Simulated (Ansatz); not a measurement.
# BHCl+ (triplet): wave-function methods side by side, def2-QZVPP

One table from this session's results is given with a row withheld; the runs are named, their logs left out.

The runs use Ansatz 0.2.0, Gaussian basis; def2-QZVPP, core rule «outside noble gas», up to 6 orbitals frozen.

The runs, in order: UHF; ROHF; CCSD(T) on UHF.

2 further runs of the same task are left out: 2 set aside as unsound or not needed. Runs told in other sessions of the task aren't counted.

## The geometry

The geometry is a PBE0/def2-TZVP stationary point (not a proven minimum) of the parent state, kept for this charge and spin.

3 atoms, charge 1, spin multiplicity 3.

Atoms are counted from 1 here; the program's logs count them from 0.

Bond lengths: B1–Cl2 1.710 Å, B1–H3 1.193 Å. Angles: Cl2–B1–H3 123.6°.

Coordinates:

```xyz
3
charge 1, multiplicity 3
B     0.00000   -0.18611    1.25465
Cl    0.00000    0.03646   -0.44055
H     0.00000    0.71374    2.03857
```

The first run:

Contents of in.yaml:

```yaml
crystal:
  periodic: [false, false, false]
  atoms:
    - {symbol: B, position_ang: [0.000000, -0.186113, 1.254645]}
    - {symbol: Cl, position_ang: [0.000000, 0.036461, -0.440547]}
    - {symbol: H, position_ang: [0.000000, 0.713740, 2.038566]}
basis:
  gaussian: {orbitals: "def2-QZVPP.json"}
total_charge: 1
magnetization: {spin_polarized: true, initial_magnetization: 2}
hamiltonian: {xc: hf}
output: {orbitals: {seedname: orbitals}}
```

Command:

```
ansatz run in.yaml --threads 1 --pin off --events-out ev --progress --plain --max-ram 2393MiB
```

Steps of the session up to this table: UHF; ROHF; CCSD(T) on UHF.

One of the session's tables, all rows but one given; the rest of the session is left out.

It belongs to the step «Misses and costs». 

```
  method  from UCCSD(T) (meV)
    ROHF              +7846.2
     UHF              +7656.2
    UMP2                    ?
   UCCSD               +301.6
UCCSD(T)                    0
```

**Question.** Estimate the row for UMP2.

The run gave: from UCCSD(T) (meV): +1198.2. In the column «from UCCSD(T) (meV)» it lies between UCCSD (+301.6) and UHF (+7656.2).
